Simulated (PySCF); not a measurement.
Compound: C4H5FS.
Numbering: `[F:1][C:2]1=[CH:3][CH2:4][CH2:5][S:6]1` (hydrogens: H7 on C3; H8, H9 on C4; H10, H11 on C5)

Structure optimised with GFN2-xTB, isolated species.

(1) Give the optimised bond lengths and angles.

## Answers

(1) 
| bond | length (bohr) |
| --- | --- |
| F1–C2 | 2.516 |
| C2=C3 | 2.504 |
| C3–C4 | 2.829 |
| C4–C5 | 2.896 |
| C5–S6 | 3.466 |
| C2–S6 | 3.324 |
| C3–H7 | 2.031 |
| C4–H8, C4–H9 | 2.066 |
| C5–H10, C5–H11 | 2.057 |

Bonds in one row agree within 0.02 bohr and their mean is given. A selection of angles:
| angle | degrees |
| --- | --- |
| F1–C2–C3 | 125.7 |
| F1–C2–S6 | 117.9 |
| C3–C2–S6 | 116.5 |
| C2–C3–C4 | 114.3 |
| C2–C3–H7 | 123.8 |
| C4–C3–H7 | 121.8 |
| C3–C4–C5 | 107.6 |
| C3–C4–H8 | 109.4 |
| C3–C4–H9 | 111.2 |
| C5–C4–H8 | 110.8 |
| C5–C4–H9 | 110.3 |
| H8–C4–H9 | 107.6 |
| C4–C5–S6 | 108.2 |
| C4–C5–H10 | 113.0 |
| C4–C5–H11 | 111.6 |
| S6–C5–H10 | 107.9 |
| H10–C5–H11 | 109.1 |
| C2–S6–C5 | 89.9 |

Dihedral angles: F1–C2–C3–C4 178° (antiperiplanar); C2–C3–C4–C5 14° (synperiplanar); C3–C4–C5–S6 -19° (synperiplanar); C4–C5–S6–C2 16° (synperiplanar); F1–C2–S6–C5 172° (antiperiplanar). The mirror-image conformer, all signs reversed, is as good.

The 5-membered ring C2–C3–C4–C5–S6 has internal angles of 89.9° to 116.5° (sum 536°, against 540° for a flat polygon); it is puckered, 0.09 Å rms from its mean plane, widest ring torsion 19°. S6 (sulfide sulfur) is bent (angle 89.9°). The C–S distances run from 1.759 Å (C2–S6, drawn single) to 1.834 Å (C5–S6, drawn single), a spread of 0.075 Å. The 3 C–C bonds span 1.325 Å (C2=C3, drawn double) to 1.532 Å (C4–C5, drawn single), a spread of 0.207 Å.

Point group: C1 (no symmetry element, even within 0.4 Å). GFN2-xTB frequencies: not computed here. The numbers are those of one conformer.
